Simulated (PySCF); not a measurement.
C₃H₄, SMILES C=C=C.

The structure is a stationary point at B3LYP-D3(BJ)/def2-TZVP.

Two levels are set side by side: TDDFT-PBE/def2-SVPD (PySCF) and TDDFT-PBE0/def2-SVPD (PySCF). Vertical, same geometry. The lowest singlet is HOMO−1→LUMO+1 50 %, HOMO→LUMO 50 % with PBE and HOMO→LUMO 50 %, HOMO−1→LUMO+1 50 % with the other functional; states are paired by order. Differences are taken from unrounded values.

```json
[
 {"quantity": "lowest singlet excitation (eV)", "TDDFT-PBE": "5.86"},
 {"quantity": "lowest triplet excitation (TDA) (eV)", "TDDFT-PBE": "4.71"},
 {"quantity": "first bright state (f over 0.05) (eV)", "TDDFT-PBE": "8.00"},
 {"quantity": "its oscillator strength", "TDDFT-PBE": "1.08"}
]
```

Question: These are the TDDFT-PBE values. What does TDDFT-PBE0 give? (Estimate from the structure and the level; the computed values follow.)

Answer: 
| quantity | TDDFT-PBE0 | TDDFT-PBE minus TDDFT-PBE0 |
|---|---|---|
| lowest singlet excitation (eV) | 6.01 | -0.15 |
| lowest triplet excitation (TDA) (eV) | 4.59 | 0.12 |
| first bright state (f over 0.05) (eV) | 8.13 | -0.13 |
| its oscillator strength | 1.15 | -0.07 |

Rough cost on one machine, each run with all the roots and properties that it gave: TDDFT-PBE0 against TDDFT-PBE about 3 times.
